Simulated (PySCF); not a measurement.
**How well do the runs reproduce experiment for dimethyl sulfide?**

**The experiment to reproduce.**

From NIST CCCBDB Release 22 (SRD 101), experimental dipoles, for the gas: dipole moment (microwave Stark effect, vibrational ground state) 1.5 D.

NIST CCCBDB Release 22 (SRD 101), experimental polarizabilities lists, for the gas: mean polarisability 7.55 Å³.

The runs below try to reproduce these values; the comparison stands at the end.

Species: dimethyl sulfide, C2H6S.
Atom-mapped SMILES: `[CH3:1][S:2][CH3:3]` (hydrogens: H4, H5, H6 on C1; H7, H8, H9 on C3)

Cartesian coordinates in Å at the GFN2-xTB level; atoms count from 1:
```
atom  x, y, z in Å
C1    -1.3699   -0.1001   -0.0372
S2     0.0823   -1.1200   -0.4162
C3     1.3746    0.0760    0.0226
H4    -1.3615    0.7886   -0.6623
H5    -2.2457   -0.7010   -0.2574
H6    -1.3590    0.1717    1.0149
H7     2.3282   -0.4051   -0.1647
H8     1.2763    0.9615   -0.5994
H9     1.2882    0.3345    1.0745
```

The PySCF runs (gas phase, on this GFN2-xTB geometry; no spin–orbit coupling):

```
              level                                                                job  basis functions
      PBE0/pcSseg-1                            shieldings, charges and field gradients               88
CAM-B3LYP/def2-SVPD  8 singlets by full TDDFT, 3 Tamm–Dancoff triplets, polarisability              115
```

Results beside the measurements:

**Dipole moment.** Measured: 1.5 D (NIST CCCBDB Release 22 (SRD 101), experimental dipoles).

| level | computed (D) | computed − measured (D) | % (from the printed values) |
| --- | --- | --- | --- |
| PBE0/pcSseg-1 | 1.72 | +0.22 | +15 |
| CAM-B3LYP/def2-SVPD | 1.69 | +0.19 | +13 |

Closest is CAM-B3LYP/def2-SVPD (+0.19 D), furthest PBE0/pcSseg-1 (+0.22 D); one molecule doesn't rank methods. The computed dipoles belong to one fixed geometry; measured ones are averaged over vibrations unless marked μe. Magnitudes are compared, not signs.

**Mean polarisability.** Measured: 7.55 Å³ (NIST CCCBDB Release 22 (SRD 101), experimental polarizabilities).

```csv
level,computed (Å³),computed − measured (Å³),% (from the printed values)
CAM-B3LYP/def2-SVPD,7.11,-0.44,-6
```

The computed values are static and purely electronic, with core orbitals frozen in the response (1 au = 0.148185 Å³). The table of measured values doesn't say here whether a value is static or optical, or holds a vibrational part.

No measured geometry was used, and the causes of the misses weren't examined.
